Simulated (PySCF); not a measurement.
Worked example for thioacetic acid: deprotonation at atom S4

Structure: `CC(=O)S` (C2H4OS). Numbering: `[CH3:1][C:2](=[O:3])[SH:4]`

These are calculated values, PBE0-D3(BJ)/ma-def2-TZVP in PySCF (grid level 2) at geometries from PBE0-D3(BJ)/ma-def2-SVP. Thermal corrections: PBE0-D3(BJ)/ma-def2-SVP frequencies, unscaled, ideal gas at 298.15 K and 1 bar, quasi-RRHO entropy.

Step: `CC(=O)S` → `CC([O-])=S` + H⁺.

```jsonl
{"species": "CC(=O)S", "charge": "0", "multiplicity": "1", "E / Eh": "-551.803575"}
{"species": "CC([O-])=S", "charge": "-1", "multiplicity": "1", "E / Eh": "-551.258836"}
```

Thermal terms, products less reactant: Δ(H − E) = -20.31 kJ/mol, Δ(G − E) = -51.01 kJ/mol (the bare proton has no electronic energy, H = 5/2 RT). 1 Eh = 2625.50 kJ/mol.

Question: What are ΔE, ΔH and ΔG of this step?

Answer: ΔE = 0.544739 Eh = 1430.21 kJ/mol; ΔH = 1409.9 kJ/mol; ΔG = 1379.2 kJ/mol, all in the gas phase at 298.15 K and 1 bar. The digits show the arithmetic; the method itself can be off by 10 kJ/mol or more.
